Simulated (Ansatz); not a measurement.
Input file:

```yaml
crystal:
  periodic: [false, false, false]
  atoms:
    - {symbol: Si, position_ang: [0.000000, 0.000000, 1.836103]}
    - {symbol: Al, position_ang: [0.000000, 0.000000, -0.221121]}
    - {symbol: H, position_ang: [0.000000, 0.000000, -1.614982]}
basis:
  gaussian: {orbitals: 6-31G}
correlation: {method: fci, electrons: outside_noble_gas}
```

```sh
$ ansatz run in.yaml --threads 1 --pin off --events-out ev --progress --plain --max-ram 2393MiB
```

**Question.** Roughly how long does this take on 1 thread of Arm Neoverse V1, shared host, and how much host memory?

**Answer.** 18 s wall and 0.3 GiB.

```
541 factors; integrals over basis functions are off by at most 6.9e-8 eV
mean field evaluation 1: about -14454.2275 eV, gradient 7.6e0 eV
mean field evaluation 2: about -14454.2307 eV, gradient 7.6e0 eV
mean field evaluation 4: about -14454.6364 eV, gradient 8.9e-1 eV
mean field evaluation 8: about -14454.6502 eV, gradient 4.4e-4 eV
mean field evaluation 16: about -14454.6502 eV, gradient 1.4e-4 eV
mean field evaluation 32: about -14451.9931 eV, gradient 1.5e0 eV
mean field -14454.65015055 eV, -531.1985953188 hartree, gradient 6.7e-6 eV, S^2 0.000000; 5 other end points of the search recorded, 0 dependent functions left out; unrestricted orbitals would lower it
determinant -14454.65015055 eV, -531.1985953188 hartree, with singles and doubles -14457.12436248 eV, -531.2895209304 hartree
determinant -14451.78674871 eV, -531.0933672422 hartree, with singles and doubles -14454.56429119 eV, -531.1954400457 hartree
10 core orbitals not correlated: weight in the atoms' cores, before any rotation towards them, 1.000 or more for the frozen orbitals, at most 0.000 for the correlated occupied ones
reference -14454.65015055 eV, -531.1985953188 hartree; 4, 4 occupied and 14, 14 virtual orbitals, 541 factors
state -14457.28526953 eV, -531.2954341553 hartree
Total energy: -14457.28526953 eV, -531.2954341553 hartree
```

Natural occupations: 1.9706 1.9668 1.9343 0.9870 0.9514 0.0513 0.0501 0.0438 0.0119 0.0090 0.0058 0.0049 0.0048 0.0045 0.0013 0.0013 0.0009 0.0002.
